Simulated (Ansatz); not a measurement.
System: rock-salt TiC. Method: revPBE in Ansatz (plane waves, PAW).

Run with plane-wave cutoff 520 eV, 16×16×16 k mesh, Fermi–Dirac smearing 0.1 eV, perturbation theory, no spin polarisation, scalar-relativistic PAW data made under PBE.

Computed at the level's own relaxed cell.

Harmonic phonon frequencies (cm⁻¹; i marks an imaginary mode):

| q point | frequencies |
|---|---|
| Γ | 0 0 0 504 504 504 |
| X | 281 281 347 507 507 581 |
| U | 276 333 352 538 583 621 |

No imaginary mode appears at these points.

Ansatz is an electronic-structure program.
